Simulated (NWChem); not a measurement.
A series in which one site is exchanged, each optimised at PBE0/def2-SVP with NWChem, gas phase unless a solvent is named. Some are not confirmed as minima by frequencies. def2 effective core potentials on Zr; no spin-orbit coupling.

A: [Zr]([Cl])([Cl])([Cl])[Cl] (ZrCl$_{4}$; site = Zr)
B: Cl[Si](Cl)(Cl)Cl (SiCl4; site = Si)
C: [Cl][Ti]([Cl])([Cl])[Cl] (TiCl₄; site = Ti)
D: ClC(Cl)(Cl)Cl (CCl₄; site = C)

```json
[
 {"quantity": "orbital gap (eV), PBE0/def2-SVP", "A": "7.05", "B": "?", "C": "5.78", "D": "8.11"},
 {"quantity": "vertical ionisation energy, ΔSCF, PBE0/def2-SVP (eV)", "A": "11.62", "B": "?", "C": "11.55", "D": "11.15"},
 {"quantity": "static polarisability, PBE0/def2-SVPD (bohr³)", "A": "96.1", "B": "?", "C": "93.3", "D": "68.8"},
 {"quantity": "lowest singlet excitation, PBE0/def2-SVPD, TDA (eV)", "A": "5.50", "B": "?", "C": "4.22", "D": "6.06"}
]
```

Task: Some entries are withheld; supply them.

Result: 
- orbital gap (eV), PBE0/def2-SVP, B: 9.00
- vertical ionisation energy, ΔSCF, PBE0/def2-SVP (eV), B: 11.53
- static polarisability, PBE0/def2-SVPD (bohr³), B: 76.6
- lowest singlet excitation, PBE0/def2-SVPD, TDA (eV), B: 7.18
